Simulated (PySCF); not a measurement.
Species: C5H11S (doublet state).
Structure used (GFN2-xTB), in Å, numbered top down from 1:
```
atom  x, y, z in Å
C1     2.309    0.570   -0.122
C2     1.302   -0.133    0.700
C3     0.216   -0.917    0.087
C4    -0.934   -0.001   -0.398
C5    -1.656    0.680    0.751
S6    -2.118   -0.956   -1.424
H7     3.316    0.402    0.268
H8     2.271    0.234   -1.156
H9     2.154    1.656   -0.110
H10    1.276    0.069    1.758
H11   -0.200   -1.633    0.802
H12    0.586   -1.467   -0.783
H13   -0.537    0.744   -1.091
H14   -0.970    1.338    1.280
H15   -2.489    1.271    0.378
H16   -2.041   -0.059    1.452
H17   -2.492   -1.787   -0.453
```

The hyperfine couplings belong to this conformer and change with its torsions.

As a line formula: `S[C@H](C[CH]C)C` [radical].

Computed, not measured: PySCF, UKS B3LYP, pcH-1 on C H S, non-relativistic, mean-field spin-orbit, GIAO. One conformer (not necessarily the lowest) at the GFN2-xTB geometry, without solvent, vibrations or thermal averaging. The geometry wasn't refined by DFT: couplings that depend on bond lengths, twists or pyramidal angles can differ widely from those at the functional's own minimum. No stability test was run, so a lower SCF solution isn't excluded.

(1) Give the principal g shifts and their parts.

(2) At 93.912 GHz, how far is the centre of the isotropic spectrum from where a free electron (g = 2.002319) resonates?

(3) How much does each term add to the isotropic shift?

(4) In a frozen sample, at which fields do the three g values resonate at 9.5, 34, 94 and 263 GHz (hyperfine left aside), and which band first spreads them over more than twice a line width of 0.3 mT?

## Answers

(1) 
```json
{"Δg (ppm)": "relativistic mass correction", "1": "-146", "2": "-146", "3": "-146"}
{"Δg (ppm)": "gauge correction", "1": "6", "2": "31", "3": "26"}
{"Δg (ppm)": "orbital Zeeman/spin–orbit", "1": "262", "2": "728", "3": "1676"}
{"Δg (ppm)": "total", "1": "122", "2": "613", "3": "1556"}
```

So g = 2.00244, 2.00293, 2.00388 and g_iso = 2.00308; the tensor is rhombic: the two nearest values differ by 34 % of g3 − g1. 

(2) B = hν/(g μB) with μB/h = 13.99624 MHz/mT gives 3351.01 mT for the free electron and 3349.74 mT at g_iso, 1.28 mT lower.

(3) The orbital-Zeeman/spin–orbit term 889, the mass correction -146 and the gauge correction 21 ppm, for a total of 764 ppm. The orbital-Zeeman/spin–orbit term is the largest in size. The mass correction is the same along every axis, so the anisotropy comes from the other two: their spans along these axes are 25 (gauge) and 1414 ppm (orbital Zeeman/spin–orbit).

(4) 
```json
{"band": "X", "GHz": "9.5", "B(g3) mT": "338.72", "B(g2) mT": "338.88", "B(g1) mT": "338.96", "spread mT": "0.24"}
{"band": "Q", "GHz": "34.0", "B(g3) mT": "1212.26", "B(g2) mT": "1212.83", "B(g1) mT": "1213.13", "spread mT": "0.87"}
{"band": "W", "GHz": "94.0", "B(g3) mT": "3351.55", "B(g2) mT": "3353.13", "B(g1) mT": "3353.95", "spread mT": "2.40"}
{"band": "J", "GHz": "263.0", "B(g3) mT": "9377.21", "B(g2) mT": "9381.62", "B(g1) mT": "9383.92", "spread mT": "6.72"}
```

The spread grows in proportion to the frequency. Q band is the first where it exceeds 0.6 mT.

The Mulliken spin populations are largest on C2 (+1.02), C1 (-0.08) and C3 (-0.08). C2 is the only atom above +0.15. The positive populations add up to 1.21 and the negative ones to -0.21, together 2S = 1. The angles at C2 add up to 359.2°, so it is planar; its axial dipolar tensor and the negative coupling of its proton fit spin in a p orbital normal to that plane.

The HOMO–LUMO gaps are 5.73 eV among the α and 4.94 eV among the β orbitals.
